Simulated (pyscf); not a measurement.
Homolytic dissociation enthalpies at 298 K of C–Ge, C–Si, C–Sn bonds in 8 gas-phase molecules, in kcal/mol. Structures and frequencies: ωB97X-D3(BJ)/def2-SVP in PySCF. MP2 and CC: frozen core, UHF for open shells. ΔMP2 is the change of the MP2 total energy from the triple- to the quadruple-zeta basis. Both columns use the same structures and thermal terms. Rows were drawn at random from the closed-shell molecules with such a bond whose radicals are computed, keep their shape and have no isomer in the data more than 5 kcal/mol lower.

```
row         molecule             radicals  B3LYP-D3(BJ)/def2-TZVP  CCSD(T)/def2-TZVPP + ΔMP2(QZVPP)
---  ---------------  -------------------  ----------------------  --------------------------------
1     H₃C–SiH(Cl)–Cl    CH₃• + Cl–SiH•–Cl                    87.7                              92.7
2      H₃C–SiH₂–SiH₃    CH₃• + •H₂Si–SiH₃                    81.5                              84.6
3     F–C(F)(F)–SiH₃    F–C•(F)–F + SiH₃•                    80.3                              84.5
4       H₃C–GeH₂–CH₃     CH₃• + H₃C–GeH₂•                    75.9                              80.8
5        H₃C–SiH₂–OH      CH₃• + HO–SiH₂•                    87.1                              91.2
6       F–CH(F)–SiH₃      F–CH•–F + SiH₃•                    75.2                              79.1
7    H₃C–CH₂–SiH₂–OH  •H₂C–CH₃ + HO–SiH₂•                    82.1                              87.2
8        H₃C–SnH₂–OH      CH₃• + HO–SnH₂•                    64.0                                 ?
```

Question: Fit a line that carries the B3LYP-D3(BJ) values to the last column and predict row 8.

Answer: In the 7 complete rows the last column lies 3.1 to 5.1 kcal/mol from B3LYP-D3(BJ) (mean 4.3, median 4.2). Least squares gives y = 2.7 + 1.02·x with residuals of 0.7 kcal/mol (root mean square). For row 8: 2.7 + 1.02 × 64.0 = 68.0 kcal/mol, an extrapolation. The computed value is 70.9 kcal/mol, 2.9 over the line. The CCSD(T) − MP2 part came from Ansatz, without density fitting, on the same reference. The frozen core leaves the outer d or s,p core shells of the metals and heavy elements correlated in the MP2 and CC values, and def2-TZVPP describes them poorly, which can shift differences by a few kcal/mol. Elements up to Kr have no core potential and no relativistic terms here. Elements past Kr carry the def2 core potentials, without spin-orbit coupling.
